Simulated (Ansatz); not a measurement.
# Reading a saddle point

A first-order saddle point of CH₇OSi, doublet, PBE0-D4/def2-TZVP, with one imaginary mode of 938i cm⁻¹:

```xyz
10
angstrom
H -0.1377 -0.4196 0.2360
Si 0.9245 0.1396 -0.8321
O 0.5551 1.7447 -0.9540
C -1.2703 -0.7517 1.3017
H 0.7850 -0.5501 -2.1492
H 2.3265 -0.0606 -0.3586
H 1.0653 2.2813 -1.5617
H -0.7063 -1.3285 2.0256
H -1.9759 -1.3015 0.6898
H -1.5663 0.2463 1.6024
```

Program: Ansatz 0.2.0. Basis: def2-TZVPP and def2-QZVPP. Cores are frozen in the correlated methods; orbitals are unrestricted. Extrapolation: Hartree–Fock as exp(−7.88 √X), correlation as X^−2.97.

Question: Which contacts change along the imaginary mode, and what lies on either side? (Judge from chemistry; the calculation decides.)

Answer: The calculation gives: The step is SiH₄O ([OH][SiH3]) + CH₃ → SiH₃O ([OH][SiH2]) + CH₄, with the molecules in contact on both sides. Shortening one way: H1–C4; lengthening the same way: H1–Si2.
| pair | one side (Å) | saddle (Å) | other side (Å) |
| --- | --- | --- | --- |
| H1–C4 | 3.75 | 1.59 | 1.09 |
| H1–Si2 | 1.48 | 1.61 | 3.49 |

Question: Which side is lower, and how far does the saddle lie above each? (Judge from chemistry; the value comes from the calculation.)

Answer: By the calculation: The side with H1–C4 short is lower by 0.646 eV; the saddle lies 1.120 eV above it and 0.474 eV above the other (CCSD(T) at an estimated basis limit (MP2 extrapolated from triple and quadruple zeta, plus CCSD(T) − MP2 in triple zeta); electronic energies).

T1 diagnostic: at most 0.014. ⟨S²⟩ of the unrestricted Hartree–Fock references: 0.75 to 0.78 (a pure state has 0.75).

Radical steps of this kind take place in plasma deposition and etching.

Labels in which every atom is bracketed show which atoms are joined, not bond orders.

For scale, one of the runs: CCSD(T)/def2-TZVPP, 202 basis functions, launched by `ansatz run in.yaml --threads 4 --pin off --events-out ev --progress --plain --max-ram 9574MiB`. Time: 64 s of wall clock on 4 CPU threads of a Oxide Virtual Turin-like; the host was shared. Peak host memory: 6.5 GiB.
